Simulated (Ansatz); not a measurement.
`Cl[B]Cl` radical. The species carries charge 0 and has multiplicity 2.

Z-matrix (Å, degrees):
```
B
Cl 1 1.720
Cl 1 1.720 2 125.4
```

Q: List the harmonic frequencies (cm⁻¹, unscaled) at PBE0-D4/def2-TZVP in Ansatz. (An estimate is asked.)

A: The calculation gave: 283, 706, 1009.

Q: Is this a minimum?

A: Yes, all 3 modes are real.

Q: Give the ideal-gas thermochemistry at 298.15 K and 1 bar (rigid rotor, harmonic oscillator; point group C2v, symmetry number 2).

A: Zero-point energy 11.9 kJ/mol; H(298) − E = 23.4 kJ/mol; entropy 270.2 J/(mol·K), of which translation 163.8, rotation 92.7, vibration 8.0, electronic 5.8; G(298) − E = -57.2 kJ/mol.

Q: Rotational constants (cm⁻¹)?

A: 2.889, 0.1018, 0.09835.
